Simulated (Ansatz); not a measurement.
This script makes a ladder of basis sets of H₂OSi, SMILES O=[SiH2] with the Python package of Ansatz (0.2.0).

The script reads `h2osi.xyz`:
```text
4

O    -0.28145    0.41089    1.46164
Si   -0.00754    0.01094    0.03795
H     0.43073   -1.31200   -0.38447
H    -0.14173    0.89018   -1.11512
```

Script `basis_h2osi.py`:
```python
"""How the energy of H2OSi converges with the basis."""

import ansatz as az


def main() -> None:
    mol = az.Crystal.molecule_from_extxyz("h2osi.xyz")

    calculation = mol.calculation().functional("pbe0").accuracy("medium")

    energies = {}
    for basis in ["cc-pVDZ", "cc-pVTZ"]:
        report = calculation.basis(gaussian=basis).run(threads=1).report
        size = report["n_frozen"] + report["n_occupied"][0] + report["n_virtual"][0]
        energies[basis] = (report["reference_energy_ev"] / 27.211386246, report["free_energy_ev"] / 27.211386246)
        print(f"{basis:14s} {size:4d} orbitals  reference {energies[basis][0]:14.6f} Ha  total {energies[basis][1]:14.6f} Ha")

    last = energies["cc-pVTZ"][1]
    for basis, (_, total) in energies.items():
        print(f"{basis:14s} lies {27.211386 * (total - last):9.4f} eV above cc-pVTZ")


if __name__ == "__main__":
    main()
```

How far does the total energy move along this ladder of basis sets?

Against cc-pVDZ: cc-pVTZ -53.6 mHa. The last step alone is -53.57 mHa.

What the script printed:

```console
$ python basis_h2osi.py
cc-pVDZ          42 orbitals  reference    -365.677842 Ha  total    -365.677842 Ha
cc-pVTZ          92 orbitals  reference    -365.731409 Ha  total    -365.731409 Ha
cc-pVDZ        lies    1.4576 eV above cc-pVTZ
cc-pVTZ        lies    0.0000 eV above cc-pVTZ
```

Reading the output:
- The settings weren't tested for convergence.
- The geometry is a force-field or estimated start, not a minimum of this method, and the last set is no limit. Much of the fall in a total is atomic energy, which cancels in bond and reaction energies.
- For Al to Cl the sets with a tight d function, cc-pV(X+d)Z, are usual.
- Wall time of the script: 1.2 s on 1 thread of Intel(R) Xeon(R) 6975P-C (Granite Rapids), on a shared host, peak memory 0.18 GiB.

(Lines on the test bed's own set-up are left out of the output.)
